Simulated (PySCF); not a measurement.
**OF (Oxygen monofluoride) at UCCSD(T)/def2-TZVP**

What is the vertical doublet–quartet gap of OF (Oxygen monofluoride) at UCCSD(T)/def2-TZVP? Input form: a Python script.

The calculation is run with PySCF 2.14.0.

2 further runs of the same task are left out: 2 set aside as unsound or not needed.

**1. Starting point**

OF: 2 atoms, total charge 0, spin state doublet. As SMILES, `[O]F`. The coordinates come from a GFN2-xTB relaxation.

Bond lengths: O1–F2 1.298 Å.

**2. A single-point energy at UCCSD(T)/def2-TZVP**

job.py

```python
# Oxygen monofluoride
from pyscf import gto, cc

molecule = gto.Mole()
molecule.atom = [
    ('O', (0.000000, 0.000000, 0.000000)),
    ('F', (0.000000, 0.000000, 1.298450)),
]
molecule.max_memory = 1860
molecule.verbose = 3
molecule.spin = 1
molecule.basis = 'def2-tzvp'
molecule.build()

hf = molecule.UHF()
hf.conv_tol = 1e-10
hf.kernel()
if not hf.converged:
    hf = hf.newton().run(hf.mo_coeff, hf.mo_occ)

mycc = cc.CCSD(hf)
mycc.kernel()
e_t = mycc.ccsd_t()
etot = mycc.e_tot + e_t
print('E(%s) = %.9f' % ('CCSD(T)', etot))
```

Command:

```sh
OMP_NUM_THREADS=1 python job.py
```

Output:

```text
converged SCF energy = -174.203488106004  <S^2> = 0.76045452  2S+1 = 2.0104273
E(UCCSD) = -174.6977532500872  E_corr = -0.4942651440829828
UCCSD(T) correction = -0.0152346011601447
E(CCSD(T)) = -174.712987851
```

Run time: 35 s. Hardware: 1 thread of Arm Neoverse V1, shared host; peak memory 0.76 GiB.

**3. The quartet, same level**

calc.py

```python
from pyscf import gto, cc

mol = gto.Mole()
mol.atom = [
    ('O', (0.000000, 0.000000, 0.000000)),
    ('F', (0.000000, 0.000000, 1.298450)),
]
mol.basis = 'def2-tzvp'
mol.spin = 3
mol.verbose = 4
mol.max_memory = 1860
mol.charge = 0
mol.build()

calc0 = mol.UHF()
calc0.conv_tol = 1e-10
calc0.kernel()
if not calc0.converged:
    calc0 = calc0.newton().run(calc0.mo_coeff, calc0.mo_occ)

mycc = cc.CCSD(calc0)
mycc.kernel()
e_t = mycc.ccsd_t()
e_final = mycc.e_tot + e_t
print(f'total energy: {e_final:.8f} hartree')
```

Command:

```sh
OMP_NUM_THREADS=1 python calc.py
```

Output:

```text
PySCF version 2.14.0

[INPUT] num. atoms = 2
[INPUT] num. electrons = 17
[INPUT] charge = 0
[INPUT] spin (= nelec alpha-beta = 2S) = 3
[INPUT] symmetry False subgroup None
[INPUT] Mole.unit = angstrom
[INPUT] Symbol           X                Y                Z      unit          X                Y                Z       unit  Magmom
[INPUT]  1 O      0.000000000000   0.000000000000   0.000000000000 AA    0.000000000000   0.000000000000   0.000000000000 Bohr   0.0
[INPUT]  2 F      0.000000000000   0.000000000000   1.298450000000 AA    0.000000000000   0.000000000000   2.453714886442 Bohr   0.0

nuclear repulsion = 29.3432624946975
number of shells = 22
number of NR pGTOs = 92
number of NR cGTOs = 62
basis = def2-tzvp
ecp = {}

[... 20 lines left out ...]
WARN: HOMO 0.0515104327850793 >= LUMO -0.331379384293936
[... 50 lines left out ...]
converged SCF energy = -174.047194739567  <S^2> = 3.7785479  2S+1 = 4.0142486
[... 11 lines left out ...]
Init t2, MP2 energy = -0.449220808858666
[... 14 lines left out ...]
UCCSD converged
[... 2 lines left out ...]
total energy: -174.53192076 hartree
```

Run time: 33 s. Hardware: 1 thread of Arm Neoverse V1, shared host; peak memory 0.76 GiB.

**4. Outcome**

At UCCSD(T)/def2-TZVP:

```
                                                           quantity          value
                                              doublet: total energy  -174.71299 Eh
                      doublet: dipole moment (Hartree–Fock density)         0.26 D
doublet: HOMO energy (Hartree–Fock orbitals) (highest over α and β)      -14.40 eV
 doublet: LUMO energy (Hartree–Fock orbitals) (lowest over α and β)        2.22 eV
                                        doublet: correlation energy     -509.5 mEh
                                            doublet: (T) correction     -15.23 mEh
                         doublet: ⟨S²⟩ of the reference determinant          0.760
                                             doublet: T1 diagnostic          0.024
                                              quartet: total energy  -174.53192 Eh
                      quartet: dipole moment (Hartree–Fock density)         1.25 D
quartet: HOMO energy (Hartree–Fock orbitals) (highest over α and β)      -10.17 eV
 quartet: LUMO energy (Hartree–Fock orbitals) (lowest over α and β)        2.33 eV
                                        quartet: correlation energy     -484.7 mEh
                                            quartet: (T) correction     -15.19 mEh
                         quartet: ⟨S²⟩ of the reference determinant          3.779
                                             quartet: T1 diagnostic          0.033
                   vertical energy of the quartet above the doublet       4.927 eV
```

At this shape the quartet lies 4.93 eV (475 kJ/mol) above the doublet. The triples (doublet) make up 3.0 % of the correlation energy. The triples (quartet) make up 3.1 % of the correlation energy.
